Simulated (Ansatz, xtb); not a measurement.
**C2H5B−: which of two isomers lies lower**

Structure a is the doublet with the links of `[BH3-][C]=C` and structure b is the doublet with the links of `[CH2][BH-]=C`. Both are isolated ions in the gas phase, relaxed with PBE0-D3(BJ)/def2-SVPD; the shapes shown needn't be the lowest conformers.

a (Å):

```xyz
8

C    -1.1175    1.2009    1.7394
C    -1.8150    0.3514    1.0021
B    -0.0297    2.3196    1.9198
H     0.8717    1.9388    2.6861
H     0.4797    2.5899    0.8050
H    -0.5348    3.3547    2.3868
H    -1.6646    0.2686   -0.0942
H    -2.5836   -0.3259    1.4110
```

b (Å):

| atom | x (Å) | y (Å) | z (Å) |
| --- | --- | --- | --- |
| C | -0.4757 | 2.7025 | 1.8609 |
| C | -0.7748 | 0.2390 | 0.9633 |
| B | -1.2603 | 1.4213 | 1.7596 |
| H | -0.7906 | 3.5895 | 2.4296 |
| H | -2.3456 | 1.3367 | 2.3535 |
| H | 0.4946 | 2.8398 | 1.3568 |
| H | 0.1804 | 0.2518 | 0.4138 |
| H | -1.3131 | -0.7144 | 0.8615 |

Quicker runs give these differences E(b) − E(a): GFN2-xTB +0.031 eV; HF/STO-3G −0.055 eV (at GFN2-xTB geometries); r2SCAN-D4/def2-SVPD −0.674 eV (at GFN2-xTB geometries).

Problem. Estimate E(b) − E(a) at the level CCSD(T)/def2-SVPD.

Solution. Calculated at CCSD(T)/def2-SVPD: E(b) − E(a) = −0.648 eV, so structure b lies lower.

How the difference moves with the method:

```csv
level,geometry,E(b) − E(a) (eV),departure from the last row (eV),"job, with rough time for the two"
GFN2-xTB,GFN2-xTB,+0.031,+0.679,"optimisation, 0.56 s"
HF/STO-3G,GFN2-xTB,−0.055,+0.593,"single point, 1.2 s"
r2SCAN-D4/def2-SVPD,GFN2-xTB,−0.674,−0.026,"single point, 11 s"
PBE0-D3(BJ)/def2-SVPD,PBE0-D3(BJ)/def2-SVPD,−0.612,+0.036,"optimisation, 2.7 min"
HF/def2-SVPD,PBE0-D3(BJ)/def2-SVPD,−0.550,+0.098,part of the CCSD(T) run
MP2/def2-SVPD,PBE0-D3(BJ)/def2-SVPD,−0.692,−0.044,part of the CCSD(T) run
CCSD(T)/def2-SVPD,PBE0-D3(BJ)/def2-SVPD,−0.648,,"single point, 40 s"
```

As drawn, b has 1 C=B, 2 C–H in place of 1 C=C, 2 B–H.

GFN2-xTB puts the two in the other order. The largest departure from CCSD(T)/def2-SVPD is that of GFN2-xTB, 0.679 eV. MP2 in a larger basis moves the difference by −0.031 eV, a step that isn't added because spin contamination makes open-shell MP2 unreliable in this search.

With harmonic frequencies from PBE0-D3(BJ)/def2-SVPD (ideal gas, rigid rotor, one conformer each, 298.15 K, 1 atm): on the last row, ΔE + ΔZPE = −0.543, ΔH = −0.556, ΔG = −0.510 eV.

Open shells are spin-unrestricted, with notable spin contamination under HF/STO-3G, HF/def2-SVPD, MP2/def2-SVPD, CCSD(T)/def2-SVPD. The correlated steps freeze 3 core orbitals. Codes used: Ansatz 0.2.0, xtb 6.7.1; the last row on 2 threads of Intel(R) Xeon(R) Processor @ 2.50GHz (Skylake/Cascade Lake) on a shared host.
